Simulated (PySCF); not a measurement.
Compound: 2-oxazoline, C3H5NO.
Numbering: `[CH:1]1=[N:2][CH2:3][CH2:4][O:5]1` (hydrogens: H6 on C1; H7, H8 on C3; H9, H10 on C4)

The geometry is computed with GFN2-xTB (gas phase).

(1) List the bond lengths, angles and torsions at this level.

Answers

(1) 
```
         bond  length (Å)
        C1=N2       1.257
        N2–C3       1.449
        C3–C4       1.551
        C4–O5       1.429
        C1–O5       1.345
        C1–H6       1.076
 C3–H7, C3–H8       1.092
C4–H9, C4–H10       1.093
```

Bonds in one row agree within 0.01 Å and their mean is given. A selection of angles:
```
    angle  degrees
 N2–C1–O5    119.0
 N2–C1–H6    124.7
 O5–C1–H6    116.3
 C1–N2–C3    107.2
 N2–C3–C4    104.0
 N2–C3–H7    109.2
 C4–C3–H7    112.9
 H7–C3–H8    108.4
 C3–C4–O5    103.8
 C3–C4–H9    113.0
 O5–C4–H9    108.6
H9–C4–H10    109.4
 C1–O5–C4    106.0
```

Torsions: O5–C1–N2–C3 0° (synperiplanar); C1–N2–C3–C4 0° (synperiplanar); N2–C3–C4–O5 0° (synperiplanar); C3–C4–O5–C1 0° (synperiplanar); N2–C1–O5–C4 0° (synperiplanar).

The C–N distances run from 1.257 Å (C1=N2, drawn double) to 1.449 Å (N2–C3, drawn single), a spread of 0.192 Å. The 5-membered ring C1–N2–C3–C4–O5 has internal angles of 103.8° to 119.0° (sum 540°, against 540° for a flat polygon); it is planar, 0.00 Å rms from its mean plane, widest ring torsion 0°. The 2 C–O bonds span 1.345 Å (C1–O5, drawn single) to 1.429 Å (C4–O5, drawn single), a spread of 0.084 Å. N2 (C=N nitrogen) is bent (angle 107.2°). The 5 heavy atoms lie in one plane (0.000 Å rms).

Point group: Cs (every atom within 0.08 Å of its image). GFN2-xTB frequencies: not computed here.
